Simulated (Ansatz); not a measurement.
Species: C$_{2}$H$_{6}$, SMILES `CC` with one electron removed (charge 1, multiplicity 2), formula C2H6.

**Question.** How many basis functions does frozen-core CCSD(T)/def2-TZVPP // B3LYP-D3(BJ)/def2-TZVP in Ansatz (an electronic-structure program) use, how many core orbitals are frozen, and how many electrons are correlated?

**Answer.** 146 basis functions and 2 frozen orbitals, which leaves 13 correlated electrons. Core time is of the order of minutes.
